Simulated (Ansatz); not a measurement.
Compare A (`C[C@@]1(Cl)C[C@H]1F`) with its isomer B (`C/C(F)=C(/C)Cl`).

Program: Ansatz. Geometries: PBE0-D4/def2-TZVP. ΔE: electronic, gas phase. CCSD(T)/CBS is the MP2 limit (def2-TZVPP, def2-QZVPP) plus CCSD(T) − MP2 in def2-TZVPP, frozen cores. Functionals use def2-TZVPP. B3LYP here is the variant with VWN-RPA as its local correlation; programs differ in this.

Task: Which is lower in electronic energy at CCSD(T)/CBS, and by how much? (An estimate is asked.)

Result: Ansatz gave: B, by 53.5 kJ/mol.

Task: Give E(B) − E(A) in kJ/mol with CCSD/def2-TZVPP, PBE0-D4, B2PLYP, B3LYP-D4, B3LYP, CCSD(T)/def2-TZVPP, ωB97M-V. (An estimate is asked.)

Result: The calculation gave: CCSD/def2-TZVPP -49.9, PBE0-D4 -45.9, B2PLYP -58.8, B3LYP-D4 -63.3, B3LYP -64.3, CCSD(T)/def2-TZVPP -52.2, ωB97M-V -48.0. None reverses the order clearly.

Largest T1 diagnostic: 0.011.

In def2-TZVPP, CCSD(T) changes the Hartree–Fock value by +3.2 kJ/mol (the triples alone add −2.4 kJ/mol) and MP2 by +10.0 kJ/mol. From PBE to PBE0 (25 % exact exchange), in def2-TZVPP and without D4, E(B) − E(A) moves by +8.7 kJ/mol.
